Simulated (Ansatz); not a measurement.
Results of PBE+SOC (plane waves, PAW; Ansatz, a first-principles code) for cubic perovskite KTaO3.

Settings: plane-wave cutoff 520 eV, 8×8×8 k mesh, Fermi–Dirac smearing 0.01 eV, PAW data made under PBE.

A third-order Birch–Murnaghan fit to the energies gives V0 = 13.024 Å³/atom, B0 = 188 GPa, B′ = 4.5.

```csv
V (Å³/atom),P (GPa)
12.242,?
12.503,?
12.763,3.98
13.024,0.00
13.284,-3.57
13.545,-6.76
13.805,-9.62
```

### Question
Estimate the withheld pressures from this fit; the answers are the runs' own values.

### Answer

- 12.242, P (GPa): 13.37
- 12.503, P (GPa): 8.42

The formula P = (3/2) B0 (x^(7/3) − x^(5/3)) [1 + (3/4)(B′ − 4)(x^(2/3) − 1)] with x = V0/V meets the computed pressures within 0.02 GPa when these rounded values are put in.

Measured, for comparison: bulk modulus 220 GPa (temperature not stated, no zero-point or thermal correction; as tabulated in Tinte et al. (1998), arXiv:cond-mat/9809379). Computed (rounded) less measured: bulk modulus -15 %.

The computed numbers hold no vibrational or temperature effects.

It cost roughly 5 core-minutes of CPU time.
